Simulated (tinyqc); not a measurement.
Inside a calculation. Method: RKS/PBE0 in the sto-3g basis, for LiH, spin multiplicity 1. One step of it, computed by the program tinyqc.

Task: Iteration 2: DIIS coefficients. Solve [B -1; -1 0][c; lambda] = [0; -1] for the coefficients, which sum to one.

B (overlaps of the stored error matrices):
```
[[2.0895271e-02, -8.7417312e-03],
 [-8.7417312e-03, 5.3246409e-03]]
```

Give: DIIS coefficients.

Result:

DIIS coefficients: [0.3219, 0.6781]
